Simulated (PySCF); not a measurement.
An unknown is described by computed data only.

Formula: C3H4ClN.

| Quantity | Value |
| --- | --- |
| Rotational structure | rotational constants A, B, C: 5.512, 3.850, 2.267 GHz [GFN2-xTB] |
| 1H NMR | chemical shifts (computed TMS as zero) by class: 11.68 (1 H), 7.99 (1 H), 6.16 (1 H), 5.90 (1 H) ppm [GIAO PBE0/pcSseg-1] |
| 13C NMR | chemical shifts (computed TMS as zero) by class: 164.1 (1 C), 150.8 (1 C), 128.4 (1 C) ppm [GIAO PBE0/pcSseg-1] |
| Triplet | lowest triplet excitation (Tamm–Dancoff): 3.40 eV [TDA PBE0/def2-SVPD] |
| NMR, other nuclei | isotropic shieldings of nuclei other than C and H, by class: -96 (1 N), 766 (1 Cl) ppm [GIAO PBE0/pcSseg-1] |
| UV, strongest line | among the 6 lowest singlet transitions: S2 at 5.73 eV (216 nm, f = 0.244) [TDDFT PBE0/def2-SVPD] |

The electronic properties come from PySCF, for the isolated species, density fitting. Levels stand in brackets. Isolated species at its GFN2-xTB geometry (one conformer only). NMR classes are plain means over equivalent atoms (diastereotopic ones count apart unless rotation or inversion swaps them), as if these changed places fast.

Question: Propose a structure and show how it fits.

Answer: Numbering: `[H]/[N:5]=[CH:4]\[C:2](=[CH2:1])[Cl:3]`. Its formula, C3H4ClN, gives 2 degrees of unsaturation: 0 rings and 2 π bonds in the structure found. 3 carbons fall into 3 classes; from least to most shielded: imine carbon [C4] (164.1 ppm), vinylic C–Cl carbon [C2] (150.8 ppm), terminal =CH2 carbon [C1] (128.4 ppm). Hydrogen classes from least to most shielded: 1 H on an imine nitrogen, N5 (11.68 ppm), 1 H on an imine carbon, C4 (7.99 ppm), 1 H on a terminal =CH2 carbon, C1 (6.16 ppm), 1 H on a terminal =CH2 carbon, C1 (5.90 ppm). The other shieldings belong to: -96 ppm, imine nitrogen [N5]; 766 ppm, vinyl chlorine [Cl3]. The optimised geometry has point group Cs and is an asymmetric top. Structure: `[H]/N=C\C(=C)Cl`. Computed isomers that give other values at the same levels: `N#CCCCl` (rotational constant A: 27.214 GHz; this holds for the one conformer computed); `C[C@@H](Cl)C#N` (rotational constant A: 5.848 GHz; this holds for the one conformer computed); `C=N/C=C/Cl` (13C chemical shifts (computed TMS as zero) by class: 151.6 (1 C), 151.4 (1 C), 114.2 (1 C) ppm). The assignments are read from this structure; whether some other isomer fits the data as well wasn't checked.

Conformer computed: `[H]/[N:5]=[CH:4]\[C:2](=[CH2:1])[Cl:3]`: C1–C2–C4–N5 180°.
